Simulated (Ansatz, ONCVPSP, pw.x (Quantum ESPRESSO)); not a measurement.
# What a changed setting does to a pw.x run (fcc Al)

Potential: optimised norm-conserving Vanderbilt (ONCV), ONCVPSP 4.0.1, PBE; core [Ne], reference 3s2 3p1; waves: 3s: rc 2.30 bohr, ncon 3, nbas 6, qcut 2.4 1/bohr, 2 projectors, debl 0.6 Ha; 3p: rc 2.50 bohr, ncon 4, nbas 7, qcut 3.2 1/bohr, 2 projectors, debl 3.2 Ha; d scattering state at 0.28 Ha: rc 2.60 bohr, ncon 4, nbas 8, qcut 4.3 1/bohr, 2 projectors, debl 0.5 Ha; local part: polynomial inside 1.36 bohr (lpopt 5, dvloc0 -1 Ha); core correction: none.

The reference run (k-mesh 14³, cutoffs 45/180 Ry, Fermi–Dirac 0.01 Ry, mixing_beta 0.4, conv_thr 1e-9, no spin) gives 0.40 GPa at 16.527 Å³/atom, where all-electron LAPW gives -0.17 GPa. This run, with its own iteration cap, changes k-mesh points per axis to 2.

```
&control
  calculation='scf', prefix='x', pseudo_dir='./', outdir='./tmp', tstress=.true., disk_io='none'
/
&system
  ibrav=0, nat=1, ntyp=1, ecutwfc=45, ecutrho=180, nbnd=8,
  occupations='smearing', smearing='fd', degauss=0.01
/
&electrons
  conv_thr=1e-09, mixing_beta=0.4, electron_maxstep=70
/
ATOMIC_SPECIES
Al 1.0 Al.UPF
CELL_PARAMETERS angstrom
  0.00000000 2.02172157 2.02172157
  2.02172157 0.00000000 2.02172157
  2.02172157 2.02172157 0.00000000
ATOMIC_POSITIONS crystal
Al 0.0000 0.0000 0.0000
K_POINTS automatic
2 2 2 0 0 0
```

```bash
pw.x < Al.scf.in > Al.scf.out
```

Question: How does the run end?

Answer: It converges in 6 iterations; the free energy moves by -668.7 meV/atom and the pressure by -5.37 GPa.

```
Message from routine setup:
     using ibrav=0 with symmetry is DISCOURAGED, use correct ibrav instead
     lattice parameter (alat)  =       5.4030  a.u.
     unit-cell volume          =     111.5297 (a.u.)^3
     number of electrons       =         3.00
     number of Kohn-Sham states=            8
     kinetic-energy cutoff     =      45.0000  Ry
     charge density cutoff     =     180.0000  Ry
     scf convergence threshold =      1.0E-09
     Exchange-correlation= PBE
     number of k points=     3  Fermi-Dirac smearing, width (Ry)=  0.0100
     iteration #  1     ecut=    45.00 Ry     beta= 0.40
     total energy              =      -4.20518050 Ry
     estimated scf accuracy    <       0.00905552 Ry
     iteration #  2     ecut=    45.00 Ry     beta= 0.40
     total energy              =      -4.20490631 Ry
     estimated scf accuracy    <       0.00313711 Ry
     iteration #  3     ecut=    45.00 Ry     beta= 0.40
     total energy              =      -4.20493843 Ry
     estimated scf accuracy    <       0.00000172 Ry
     iteration #  4     ecut=    45.00 Ry     beta= 0.40
     total energy              =      -4.20494029 Ry
     estimated scf accuracy    <       0.00000022 Ry
     iteration #  5     ecut=    45.00 Ry     beta= 0.40
     total energy              =      -4.20494045 Ry
     estimated scf accuracy    <          3.2E-09 Ry
     iteration #  6     ecut=    45.00 Ry     beta= 0.40
     the Fermi energy is     5.6453 ev
!    total energy              =      -4.20494047 Ry
     estimated scf accuracy    <          6.9E-10 Ry
     smearing contrib. (-TS)   =      -0.00069914 Ry
     The total energy is F=E-TS. E is the sum of the following terms:
     one-electron contribution =       2.78843529 Ry
     hartree contribution      =       0.01004032 Ry
     xc contribution           =      -1.60240829 Ry
     ewald contribution        =      -5.40030865 Ry
     convergence has been achieved in   6 iterations
          total   stress  (Ry/bohr**3)                   (kbar)     P=      -49.75
     Message from routine punch:
     Nothing written, as per user request (disk_io='none')
```

The run took about 1.3 s on one core of a shared host (Intel(R) Xeon(R) Processor @ 2.60GHz, 24 threads, 31 GiB, load 4).
